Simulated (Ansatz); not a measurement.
Which is lower?

Two relaxed structures of BHF₂, closed shell (PBE0-D4/def2-TZVP; forces vanish, vibrations not checked).

A:

```
4
angstrom
F 1.5982 -0.0676 0.1910
B 0.4142 0.2381 -0.0877
F -2.3818 0.9601 -0.7466
H -1.4957 0.7313 -0.5376
```

B:

F1  (1.154, 0.457, -0.362)
B2  (-0.002, -0.031, 0.025)
F3  (-1.095, 0.529, -0.439)
H4  (-0.057, -0.955, 0.776)
(Å)

Ansatz 0.2.0; basis: def2-TZVPP; cores frozen in the correlated methods. B3LYP uses VWN-RPA correlation.

Task: Which structure is lower at CCSD(T), and by how much? (Judge from chemistry; the value comes from the calculation.)

Result: By the calculation: B, by 3.498 eV (electronic energy, against the other). By their contacts, A is a complex of BF + HF and B is BHF₂ ([F][BH][F]).

All methods give the same order:

```
   method  E(B) − E(A) (eV)
   PBE-D4            -3.601
r2SCAN-D4            -3.796
  PBE0-D4            -3.687
 B3LYP-D4            -3.633
  wB97M-V            -3.551
       HF            -3.627
      MP2            -3.667
     CCSD            -3.511
  CCSD(T)            -3.498
```

No T1 diagnostic of these runs exceeds 0.014.

Labels in which every atom is bracketed show which atoms are joined, not bond orders.

For scale, one of the runs: CCSD(T)/def2-TZVPP, 107 basis functions, launched by `ansatz run in.yaml --threads 2 --pin off --events-out ev --progress --plain --max-ram 4352MiB`. Hardware: 2 CPU threads of an Arm Neoverse V1, shared host. Wall time about 4 s.
